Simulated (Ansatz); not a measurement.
Two isomers of C2H5NS: A = `N=CCS`, B = `C1NCS1`.

Program: Ansatz. Geometries: PBE0-D4/def2-TZVP. ΔE: electronic, gas phase. CCSD(T)/CBS is the MP2 limit (def2-TZVPP, def2-QZVPP) plus CCSD(T) − MP2 in def2-TZVPP, frozen cores. Functionals use def2-TZVPP. B3LYP here is the variant with VWN-RPA as its local correlation; programs differ in this. One conformer a species, not always the lowest.

A:

```xyz
9

N     0.332    0.766    1.658
C     0.342    0.545    0.415
C    -0.715   -0.292   -0.223
S    -0.015   -1.770   -1.014
H     1.124    1.344    1.934
H     1.114    0.930   -0.265
H    -1.403   -0.648    0.544
H    -1.282    0.277   -0.963
H     0.502   -1.151   -2.087
```

B:

```xyz
9

C     0.688   -0.363    0.804
N     0.534    0.505   -0.360
C    -0.904    0.352   -0.557
S    -1.113   -0.357    1.115
H     1.276    0.075    1.614
H     1.059   -1.371    0.585
H     1.090    0.225   -1.157
H    -1.438    1.294   -0.705
H    -1.192   -0.360   -1.339
```

Task: Which isomer does CCSD(T)/CBS put lower? Give the gap. (Best estimate.)

Result: The calculation gave: A, by 13.3 kcal/mol.

Task: Give E(B) − E(A) in kcal/mol with BLYP-D4, B3LYP, CCSD(T)/def2-SVP, PBE0-D4, B2PLYP, B3LYP-D4, CCSD(T)/def2-TZVPP. (Estimate.)

Result: The calculation gave: BLYP-D4 17.2, B3LYP 15.9, CCSD(T)/def2-SVP 16.7, PBE0-D4 10.2, B2PLYP 15.0, B3LYP-D4 15.4, CCSD(T)/def2-TZVPP 14.1. None reverses the order clearly.

Task: Does the order hold for the free energy at 298.15 K (harmonic terms from PBE0-D4)? (An estimate is asked.)

Result: Ansatz gave: Yes: G(B) − G(A) = +16.9 kcal/mol, for one conformer each.

Largest T1 diagnostic: 0.012.

From PBE to PBE0 (25 % exact exchange), in def2-TZVPP and without D4, E(B) − E(A) moves by −1.9 kcal/mol. Leaving LDA and LC-ωPBE aside and taking each functional with its dispersion term where it has one, the values, not all of them listed here, spread over 7.2 kcal/mol, from PBE-QIDH to BLYP-D4. LDA lies −4.5 kcal/mol from PBE without D4.
